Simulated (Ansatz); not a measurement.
C3H5NS can be A, `CC1=NCS1`, or B, `C1=NCCS1`.

Gas-phase electronic energies from Ansatz, PBE0-D4/def2-TZVP geometries. CBS: MP2 limit from def2 TZ/QZ plus the TZ coupled-cluster correction, frozen cores. DFT in def2-TZVPP. B3LYP here is the variant with VWN-RPA as its local correlation; programs differ in this.

Task: Which is lower in electronic energy at CCSD(T)/CBS, and by how much? (Best estimate.)

Result: The calculation gave: B, by 13.3 kcal/mol.

Task: Give E(B) − E(A) in kcal/mol with B3LYP, CCSD/def2-TZVPP, B2PLYP, CCSD(T)/def2-TZVPP, MP2/def2-TZVPP, HF/def2-TZVPP, PBE-D4. (Best estimate.)

Result: The calculation gave: B3LYP -12.7, CCSD/def2-TZVPP -13.4, B2PLYP -13.0, CCSD(T)/def2-TZVPP -13.3, MP2/def2-TZVPP -12.9, HF/def2-TZVPP -13.6, PBE-D4 -12.6. None reverses the order clearly.

Largest T1 diagnostic: 0.014.
